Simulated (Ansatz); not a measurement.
`CC#CCCC`, charge 0, multiplicity 1.

Q: Give a relaxed structure at PBE0-D4/def2-TZVP (Ansatz). (An estimate is asked.)

A: Ansatz gave: 
Cartesian coordinates in Å:
```
C 2.067 2.143 -0.913
C 1.155 1.015 -0.878
C 0.404 0.076 -0.854
C -0.522 -1.046 -0.802
C -1.545 -0.934 0.331
C -0.908 -0.927 1.708
H 2.167 2.598 0.076
H 3.063 1.833 -1.240
H 1.714 2.914 -1.602
H -1.044 -1.123 -1.762
H 0.047 -1.976 -0.687
H -2.242 -1.774 0.245
H -2.132 -0.022 0.187
H -1.663 -0.841 2.493
H -0.345 -1.847 1.886
H -0.215 -0.089 1.811
```
This is one stationary point; other conformers may exist.
